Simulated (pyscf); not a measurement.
H₃C–O–SiH₃ + H₂O -> H₃C–OH + HO–SiH₃ (four-centre exchange; singlet surface; O–Si, H–O broken, H–O, O–Si formed). Structures and frequencies: ωB97X-D3(BJ)/def2-SVP in PySCF. Energies in kJ/mol from the separated reactants.

```csv
level,barrier,reaction energy
PBE/def2-TZVP,76.3,-1.2
r²SCAN/def2-TZVP,81.9,+0.3
PBE0-D3(BJ)/def2-TZVP,___,+1.2
M06-2X/def2-TZVP,91.3,+1.8
ωB97M-D3(BJ)/def2-TZVP,91.9,+1.2
HF/def2-TZVP,___,___
```

Task: Complete the blanks.

Result: 
- PBE0-D3(BJ)/def2-TZVP, barrier: 83.4
- HF/def2-TZVP, barrier: 167.0
- HF/def2-TZVP, reaction energy: -1.9

The functionals in the table span 15.6 kJ/mol in this barrier, from PBE to ωB97M-D3(BJ)/def2-TZVP. On the reactant side the descent ends in a complex, 19.7 kJ/mol under the separated species and 113.3 kJ/mol under the saddle at ωB97X-D3(BJ)/def2-TZVP. On the product side the descent ends in a complex, 21.9 kJ/mol under the separated species and 112.0 kJ/mol under the saddle at ωB97X-D3(BJ)/def2-TZVP. H₃C–O–SiH₃ lies 99.2 kJ/mol over its isomer H₃C–SiH₂–OH (electronic energy, ωB97M-D3(BJ)/def2-TZVP). One saddle was located; it need not be the lowest between these sides.
